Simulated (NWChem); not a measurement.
Species: hydrogen isocyanide (CHN); SMILES [NH+]#[C-]

```xyz
3

C      0.0000     0.0000     0.7553
N      0.0000     0.0000    -0.4288
H      0.0000     0.0000    -1.4413
```
Atoms are numbered in this order, from 1.

Program: NWChem. The geometry was optimised at PBE-D3(BJ)/def2-SVP. Field at 589 nm.

For level B3LYP/def2-SVP:

| Property | Value |
|---|---|
| isotropic polarisability (bohr³) | 13.9 |
| anisotropy (bohr³) | 11.0 |

Problem. How do the values read with level B3LYP/def2-SVPD instead?

Solution. 
* **isotropic polarisability (bohr³)**: 18.1
* **anisotropy (bohr³)**: 9.6
